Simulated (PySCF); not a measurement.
Gas-phase reaction: 2 BO + F2 = 2 BOF

Method: PySCF energies plus ideal-gas RRHO corrections (1 bar). 'Table' is the NASA 1993 thermochemical table (part measured, part estimated). After a fit of one offset per element over all species, the range-separated, M06-2X, PBE0/def2-QZVP and CCSD(T)/def2-TZVPP enthalpies, where run, lie to one side of the table for BO (+18 kJ/mol), BOF (+19 kJ/mol): a fault of the table's entry, another state or a shared error of the levels is possible; this was not checked at source. † marks an energy on the PBE0/def2-TZVP geometry and frequencies; other levels use their own. CCSD(T) freezes the core. 6-31G* has spherical d functions here. Open shells (unrestricted): BO (multiplicity 2); the rest are closed-shell singlets. B3LYP is the form with VWN-RPA correlation. CCSD(T) isn't extrapolated to the basis-set limit; its ΔH°(298 K) is -1160.9 kJ in def2-SVP and -1171.5 kJ in def2-TZVPP. The harmonic model lacks anharmonicity and excited electronic states, which grow with temperature; levels with a mode under 35 cm⁻¹ are left out. The table's entry may be an old estimate for BO, BOF (not checked at source).

```json
[
 {"level": "table", "ΔH°(298 K), kJ": "-1204.0", "minus table": "-", "ΔG°(2000 K), kJ": "-889.6"},
 {"level": "B3LYP/6-31G*", "ΔH°(298 K), kJ": "-1175.5", "minus table": "28.5", "ΔG°(2000 K), kJ": "-865.2"},
 {"level": "CCSD(T)/def2-TZVPP†", "ΔH°(298 K), kJ": "-1171.5", "minus table": "32.5", "ΔG°(2000 K), kJ": "-859.5"},
 {"level": "HF/def2-TZVP†", "ΔH°(298 K), kJ": "-1144.1", "minus table": "59.9", "ΔG°(2000 K), kJ": "-832.0"},
 {"level": "M06-2X/def2-TZVP†", "ΔH°(298 K), kJ": "-1203.1", "minus table": "0.9", "ΔG°(2000 K), kJ": "-891.1"},
 {"level": "PBE0/def2-SVP†", "ΔH°(298 K), kJ": "-1187.5", "minus table": "16.5", "ΔG°(2000 K), kJ": "-875.4"},
 {"level": "LDA/def2-TZVP†", "ΔH°(298 K), kJ": "-1236.1", "minus table": "-32.1", "ΔG°(2000 K), kJ": "-924.0"}
]
```
